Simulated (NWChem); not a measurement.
# BH2Cl (SMILES BCl): levels of theory compared

We compute a comparison of 5 runs (r2SCAN/def2-QZVP, r2SCAN/def2-SVP, r2SCAN/def2-TZVP, r2SCAN/def2-TZVPP, r2SCAN/def2-QZVPP) of BH2Cl. 

The calculation is run with NWChem 7.3.0.

### Step 1. The system as given

BH2Cl has 4 atoms, charge 0, and is taken as a singlet. SMILES: `BCl`. Geometry: relaxed at PBE0-D4/def2-TZVP.

Bond lengths: B1–Cl2 1.733 Å, B1–H3 1.190 Å, B1–H4 1.190 Å. Angles: Cl2–B1–H3 118.1°, Cl2–B1–H4 118.1°, H3–B1–H4 123.7°.

### Step 2. Energy and gradient at r2SCAN/def2-QZVP (run 1)

sp.nw

```
START sp
memory stack 880 mb heap 220 mb global 1100 mb
GEOMETRY units angstroms noautosym nocenter noautoz
 B     -0.116700     0.021700    -0.075300
 Cl     1.365000    -0.395300     0.721200
 H     -1.106200    -0.559500     0.240400
 H     -0.086600     0.872800    -0.906600
END
BASIS spherical bse
 * library def2-QZVP
END
DFT
 xc r2scan
 grid fine
 convergence energy 1e-08
 iterations 100
 mulliken
 print low
END
TASK dft gradient
```

On the command line:

```bash
$ nwchem sp.nw > sp.out
```

The program printed:

```text
[...]
 d= 0,ls=0.0,diis     1   -486.2203175289 -5.24D+02  2.20D-03  1.41D+00    11.7
[...]
 d= 0,ls=0.0,diis    10   -486.2510182142 -2.84D-10  3.85D-08  2.24D-10   102.9
         Total DFT energy =     -486.251018214161
      One electron energy =     -744.443669043111
           Coulomb energy =      253.408404176753
    Exchange-Corr. energy =      -32.998772066635
 Nuclear repulsion energy =       37.783018718832
[...]
      Total Density - Mulliken Population Analysis
     ---------------------------------------------
    Atom       Charge   Shell Charges
 -----------   ------   -------------------------------------------------------
    1 B    5     4.69   1.02 -0.01  0.70  0.25  0.36  0.62  0.07  0.55  0.69  0.30  0.03  0.01  0.04  0.03  0.00  0.01  0.00
    2 Cl  17    17.16   1.64  0.00  0.28  0.31  1.07  0.60  0.47  1.10  0.43  5.86 -0.04  0.70  1.95  2.19  0.53  0.00  0.01  0.02  0.03  0.00  0.00  0.00
    3 H    1     1.07   0.12  0.36  0.46  0.10  0.00  0.01  0.02  0.00  0.00  0.00
    4 H    1     1.07   0.12  0.36  0.46  0.10  0.00  0.01  0.02  0.00  0.00  0.00
[...]
                         DFT ENERGY GRADIENTS
    atom               coordinates                        gradient
                 x          y          z           x          y          z
   1 B      -0.220531   0.041007  -0.142296    0.002025  -0.000534   0.001051
   2 Cl      2.579476  -0.747009   1.362870   -0.001095   0.000306  -0.000586
   3 H      -2.090415  -1.057302   0.454290   -0.000977  -0.000593   0.000332
   4 H      -0.163650   1.649353  -1.713226    0.000047   0.000822  -0.000797
 Task  times  cpu:      150.1s     wall:      150.1s
 Total times  cpu:      150.1s     wall:      150.1s
```

Run time: 2.5 min. Hardware: 1 thread of Intel Xeon Platinum 8488C (Sapphire Rapids), shared host; peak memory 0.15 GiB.

### Step 3. Energy and forces at r2SCAN/def2-SVP (run 2)

job.nw

```
start job
title "BClH2"
memory 2200 mb
geometry units angstrom noautosym nocenter noautoz
  B     -0.116700     0.021700    -0.075300
  Cl     1.365000    -0.395300     0.721200
  H     -1.106200    -0.559500     0.240400
  H     -0.086600     0.872800    -0.906600
end
basis spherical bse
  * library def2-SVP
end
dft
  xc r2scan
  grid fine
  convergence energy 1e-08
  iterations 100
  mulliken
  print low
end
task dft gradient
```

On the command line:

```bash
$ nwchem job.nw > job.out
```

The program printed:

```text
[...]
 d= 0,ls=0.0,diis     1   -486.0228875218 -5.24D+02  1.60D-02  1.83D-01     0.4
[...]
 d= 0,ls=0.0,diis     8   -486.0492880028  6.21D-11  2.22D-06  6.50D-09     2.5
         Total DFT energy =     -486.049288002806
      One electron energy =     -744.057334780216
           Coulomb energy =      253.206588301261
    Exchange-Corr. energy =      -32.981560242682
 Nuclear repulsion energy =       37.783018718832
[...]
      Total Density - Mulliken Population Analysis
     ---------------------------------------------
    Atom       Charge   Shell Charges
 -----------   ------   -------------------------------------------------------
    1 B    5     4.88   1.99  0.86  0.16  1.46  0.36  0.06
    2 Cl  17    17.06   2.00  1.99  1.24  0.69  5.93  2.16  3.03  0.02
    3 H    1     1.03   0.75  0.26  0.02
    4 H    1     1.03   0.75  0.26  0.02
[...]
                         DFT ENERGY GRADIENTS
    atom               coordinates                        gradient
                 x          y          z           x          y          z
   1 B      -0.220531   0.041007  -0.142296   -0.000315   0.000127  -0.000209
   2 Cl      2.579476  -0.747009   1.362870   -0.004561   0.001281  -0.002449
   3 H      -2.090415  -1.057302   0.454290    0.004948   0.002835  -0.001508
   4 H      -0.163650   1.649353  -1.713226   -0.000072  -0.004243   0.004166
 Task  times  cpu:        3.3s     wall:        3.3s
 Total times  cpu:        3.3s     wall:        3.3s
```

Run time: 4.2 s. Hardware: 1 thread of Intel Xeon Platinum 8488C (Sapphire Rapids), shared host; peak memory 0.11 GiB.

Runs 3 to 4 aren't shown in full; the table further down has their settings and results.

### Step 4. Energy and forces at r2SCAN/def2-QZVPP (run 5)

bclh2.nw

```
start bclh2
title "BClH2 gradient"
memory 2200 mb

geometry units angstroms noautosym nocenter noautoz
  B       -0.116700       0.021700      -0.075300
  Cl       1.365000      -0.395300       0.721200
  H       -1.106200      -0.559500       0.240400
  H       -0.086600       0.872800      -0.906600
end

basis "ao basis" spherical bse
  B library def2-QZVPP
  Cl library def2-QZVPP
  H library def2-QZVPP
end

dft
  xc r2scan
  grid fine
  convergence energy 1e-08
  maxiter 100
  mulliken
  noprint "final vectors analysis"
end

task dft gradient
```

On the command line:

```bash
$ nwchem bclh2.nw > bclh2.out
```

The program printed:

```text
[...]
          Wavefunction type:  closed shell.
          No. of atoms     :     4
          No. of electrons :    24
[...]
          Charge           :     0
          Spin multiplicity:     1
[...]
          AO basis - number of functions:   187
[...]
              XC Information
              --------------
                      r^2SCAN Method XC Functional
               r^2SCAN metaGGA Exchange Functional  1.000
                     r^2SCAN Correlation Potential  1.000
[...]
 d= 0,ls=0.0,diis     1   -486.2203175289 -5.24D+02  2.20D-03  1.41D+00    11.8
[...]
 d= 0,ls=0.0,diis    10   -486.2510182142 -2.84D-10  3.85D-08  2.24D-10   103.8
         Total DFT energy =     -486.251018214161
      One electron energy =     -744.443669043111
           Coulomb energy =      253.408404176753
    Exchange-Corr. energy =      -32.998772066635
 Nuclear repulsion energy =       37.783018718832
[...]
      Total Density - Mulliken Population Analysis
     ---------------------------------------------
    Atom       Charge   Shell Charges
 -----------   ------   -------------------------------------------------------
    1 B    5     4.69   1.02 -0.01  0.70  0.25  0.36  0.62  0.07  0.55  0.69  0.30  0.03  0.01  0.04  0.03  0.00  0.01  0.00
    2 Cl  17    17.16   1.64  0.00  0.28  0.31  1.07  0.60  0.47  1.10  0.43  5.86 -0.04  0.70  1.95  2.19  0.53  0.00  0.01  0.02  0.03  0.00  0.00  0.00
    3 H    1     1.07   0.12  0.36  0.46  0.10  0.00  0.01  0.02  0.00  0.00  0.00
    4 H    1     1.07   0.12  0.36  0.46  0.10  0.00  0.01  0.02  0.00  0.00  0.00
[...]
  wavefunction    = closed shell
                         DFT ENERGY GRADIENTS
    atom               coordinates                        gradient
                 x          y          z           x          y          z
   1 B      -0.220531   0.041007  -0.142296    0.002025  -0.000534   0.001051
   2 Cl      2.579476  -0.747009   1.362870   -0.001095   0.000306  -0.000586
   3 H      -2.090415  -1.057302   0.454290   -0.000977  -0.000593   0.000332
   4 H      -0.163650   1.649353  -1.713226    0.000047   0.000822  -0.000797
[...]
```

Wall time 2.5 min (1 thread of Intel Xeon Platinum 8488C (Sapphire Rapids), shared host); peak memory 0.15 GiB.

### Step 5. All runs side by side

```tsv
run	level	energy (Eh)	largest force (eV/Å)	wall time
1	r2SCAN/def2-QZVP	-486.251018	0.120	2.5 min
2	r2SCAN/def2-SVP	-486.049288	0.306	4.2 s
3	r2SCAN/def2-TZVP	-486.234872	0.117	14 s
4	r2SCAN/def2-TZVPP	-486.235393	0.132	19 s
5	r2SCAN/def2-QZVPP	-486.251018	0.120	2.5 min
```

### Step 6. Summary of results

| quantity | value |
| --- | --- |
| run 5: total energy | -486.25102 Eh |
| run 5: dipole moment | 0.53 D |
| run 5: largest force on an atom | 0.120 eV/Å |

Over the runs the total energy spans 5.489 eV. All runs together took 5.6 min, the longest 2.5 min.
